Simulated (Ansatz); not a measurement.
# AlH3Cl− (SMILES [AlH3-][Cl]) at 6 levels

We compute a comparison of 6 runs (HF/STO-3G, UB3LYP/STO-3G, UPBE/STO-3G, revPBE/STO-3G, CCSDT(Q)/STO-3G, CCSDT/STO-3G) of AlH3Cl−. 

Program for the calculation: Ansatz 0.2.0.

5 further runs of the same task are left out: 3 that didn't finish, 2 set aside as unsound or not needed.

### Step 1. Starting point

The species is AlH3Cl− (5 atoms), meant as a singlet with charge -1. SMILES: `[AlH3-][Cl]`. The H5–Al1 distance was set to 2.412 Å, away from the relaxed value. At this shape a bond of the SMILES string is far longer than usual.

Bond lengths: Al1–Cl2 2.098 Å, Al1–H3 1.609 Å, Al1–H4 1.608 Å. Angles: Cl2–Al1–H3 107.0°, Cl2–Al1–H4 107.0°, H3–Al1–H4 111.8°.

### Step 2. A single-point energy at HF/STO-3G (run 1)

in.yaml

```yaml
crystal:
  periodic: [false, false, false]
  atoms:
    - {symbol: Al, position_ang: [-0.530053, 0.184099, -0.534089]}
    - {symbol: Cl, position_ang: [-2.201933, 0.182429, 0.732661]}
    - {symbol: H, position_ang: [-0.413123, 1.663029, -1.155779]}
    - {symbol: H, position_ang: [-0.799403, -0.921871, -1.669889]}
    - {symbol: H, position_ang: [1.387660, -0.369540, 0.820730]}
basis:
  gaussian:
    orbitals: STO-3G
total_charge: -1
hamiltonian:
  xc: hf
accuracy: high
```

On the command line:

```
$ ansatz run in.yaml --threads 1 --pin off --max-ram 2610MiB --events-out events.jsonl --progress --plain --runs-dir runs
```

Standard output:

```text
Warning: RAYON_NUM_THREADS=1 ignored (pool sized by the plan → 1); use --threads N
Functional definition: HF
  name "HF"
  exchange = exact_x
  correlation = 0
362 factors; integrals over basis functions are off by at most 1.6e-8 eV
mean field evaluation 1: about -18914.3944 eV, gradient 1.8e1 eV
mean field evaluation 2: about -18914.4034 eV, gradient 1.8e1 eV
mean field evaluation 4: about -18916.4543 eV, gradient 8.5e-1 eV
mean field evaluation 8: about -18916.4535 eV, gradient 3.4e-5 eV
mean field -18916.45348470 eV, -695.1668435302 hartree, gradient 7.0e-9 eV, S^2 0.000000; 0 other end points of the search recorded, 0 dependent functions left out
reference -18916.45348470 eV, -695.1668435302 hartree; 17, 17 occupied and 4, 4 virtual orbitals, 362 factors
Total energy: -18916.45348470 eV, -695.1668435302 hartree
```

It took 0.28 s on 1 thread of Intel Xeon Platinum 8259CL at 2.50GHz (Skylake/Cascade Lake), shared host.

### Step 3. The energy at UB3LYP/STO-3G (run 2)

run.yaml

```yaml
crystal:
  periodic: [false, false, false]
  atoms:
    - {symbol: Al, position_ang: [-0.530053, 0.184099, -0.534089]}
    - {symbol: Cl, position_ang: [-2.201933, 0.182429, 0.732661]}
    - {symbol: H, position_ang: [-0.413123, 1.663029, -1.155779]}
    - {symbol: H, position_ang: [-0.799403, -0.921871, -1.669889]}
    - {symbol: H, position_ang: [1.387660, -0.369540, 0.820730]}
basis:
  gaussian:
    orbitals: STO-3G
total_charge: -1
magnetization:
  spin_polarized: true
hamiltonian:
  xc: {name: B3LYP}
accuracy: high
```

On the command line:

```
$ ansatz run run.yaml --threads 1 --pin off --max-ram 2610MiB --events-out events.jsonl --progress --plain --runs-dir runs
```

Standard output:

```text
Warning: RAYON_NUM_THREADS=1 ignored (pool sized by the plan → 1); use --threads N
Functional definition: B3LYP
  name "B3LYP"
  parameter a0 = 0.2
  parameter ax = 0.72
  parameter ac = 0.81
  exchange = (1 - a0 - ax)*slater_x + ax*b88_x + a0*exact_x
  correlation = (1 - ac)*vwn_rpa_c + ac*lyp_c
362 factors; integrals over basis functions are off by at most 1.6e-8 eV
mean field evaluation 1: about -18945.5000 eV, gradient 1.9e1 eV
mean field evaluation 2: about -18939.0364 eV, gradient 2.8e1 eV
mean field evaluation 4: about -18949.5774 eV, gradient 5.6e-1 eV
mean field evaluation 8: about -18949.5337 eV, gradient 3.5e-3 eV
mean field evaluation 16: about -18949.5337 eV, gradient 2.9e-8 eV
mean field -18949.53366362 eV, -696.3825176826 hartree, gradient 2.9e-8 eV, S^2 0.000000; 1 other end points of the search recorded, 0 dependent functions left out
reference -18949.53369284 eV, -696.3825187565 hartree; 17, 17 occupied and 4, 4 virtual orbitals, 362 factors
Total energy: -18949.53369284 eV, -696.3825187565 hartree
```

It took 3.9 s on 1 thread of Intel Xeon Platinum 8259CL at 2.50GHz (Skylake/Cascade Lake), shared host; peak memory 0.15 GiB.

Runs 3 to 5 aren't shown in full; the table further down has their settings and results.

### Step 4. A single-point energy at CCSDT/STO-3G (run 6)

input.yaml

```yaml
basis:
  gaussian:
    orbitals: STO-3G
crystal:
  periodic: [false, false, false]
  atoms:
    - {symbol: Al, position_ang: [-0.530053, 0.184099, -0.534089]}
    - {symbol: Cl, position_ang: [-2.201933, 0.182429, 0.732661]}
    - {symbol: H, position_ang: [-0.413123, 1.663029, -1.155779]}
    - {symbol: H, position_ang: [-0.799403, -0.921871, -1.669889]}
    - {symbol: H, position_ang: [1.387660, -0.369540, 0.820730]}
total_charge: -1
correlation:
  method: ccsdt
  frozen_orbitals: {Al: 5, Cl: 5, H: 0}
accuracy: high
scf:
  omitted_lower_state_checks: [cluster_reference, increment]
```

On the command line:

```
$ ansatz run input.yaml --threads 1 --pin off --max-ram 2610MiB --events-out events.jsonl --progress --plain --runs-dir runs
```

Standard output:

```text
Warning: RAYON_NUM_THREADS=1 ignored (pool sized by the plan → 1); use --threads N
[... 11 lines left out ...]
10 core orbitals not correlated: weight in the atoms' cores, before any rotation towards them, 0.999 or more for the frozen orbitals, at most 0.000 for the correlated occupied ones
[... 22 lines left out ...]
Total energy: -18918.50526073 eV, -695.2422449084 hartree
Checks for a lower state left out: cluster_reference, increment
```

Wall time 0.49 s (1 thread of Intel Xeon Platinum 8259CL at 2.50GHz (Skylake/Cascade Lake), shared host).

### Step 5. The series

```
run            level  frozen core orbitals  energy (Eh)  wall time
  1        HF/STO-3G                     –  -695.166844     0.28 s
  2    UB3LYP/STO-3G                     –  -696.382519      3.9 s
  3      UPBE/STO-3G                     –  -696.011674      3.6 s
  4    revPBE/STO-3G                     –  -696.237923      1.7 s
  5  CCSDT(Q)/STO-3G                    10  -695.242109     0.55 s
  6     CCSDT/STO-3G                    10  -695.242245     0.49 s
```

### Step 6. Outcome

| quantity | value |
| --- | --- |
| run 6: total energy | -695.24224 Eh |
| run 6: correlation energy (10 core orbitals frozen) | -75.4 mEh |
| run 6: T1 diagnostic | 0.023 |

What this shows: Below the HF energy at the same shape and in the same basis (STO-3G): CCSDT(Q) -75.3 mEh; CCSDT -75.4 mEh. Totals of different functionals can't be ranked against each other. In runs 5, 6 the log says that unrestricted orbitals would lower the reference, so the values rest on an unstable closed-shell determinant (other closed-shell runs at this shape may share the fault). In runs 1, 2, 3, 4, 5, 6 the basis is minimal, so the values are rough. All runs together took 11 s, the longest 3.9 s.
